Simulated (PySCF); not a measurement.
Gas-phase reaction: 2 SiF3NH2 ⇌ N2H2 + 2 SiHF3

Computed with PySCF (xtb for GFN2) and rigid-rotor harmonic-oscillator thermochemistry at 1 bar. † marks an energy on the PBE0/def2-TZVP geometry and frequencies; other levels use their own. 6-31G* has spherical d functions here. All species are closed-shell singlets. B3LYP is the form with VWN-RPA correlation. SiF3NH2: computed as isolated molecules; such fragments, hydroxides, amides, oligomers or adducts are transient or little studied in the gas. The harmonic model lacks anharmonicity and excited electronic states, which grow with temperature; levels with a mode under 35 cm⁻¹ are left out. Internal rotation in SiF3NH2 is treated as a harmonic vibration of one conformer, which makes the entropy rough.

```tsv
level	ΔE electronic, kJ	ΔH°(298 K), kJ	ΔS°(298 K), J/K	ΔG°(800 K), kJ
B3LYP/6-31G*	388	372	121	282
B3LYP/def2-TZVP†	416	399	120	310
BLYP/def2-TZVP†	383	366	120	277
GFN2-xTB	320	302	119	212
HF/6-31G*	399	386	118	299
M06-2X/def2-TZVP†	462	445	120	355
PBE0/def2-SVP†	430	413	120	324
r2SCAN/def2-TZVP†	452	435	120	345
LDA/def2-TZVP†	484	467	120	377
```
ΔH° is lowest at GFN2-xTB and highest at LDA/def2-TZVP†. No reference value is set beside these.
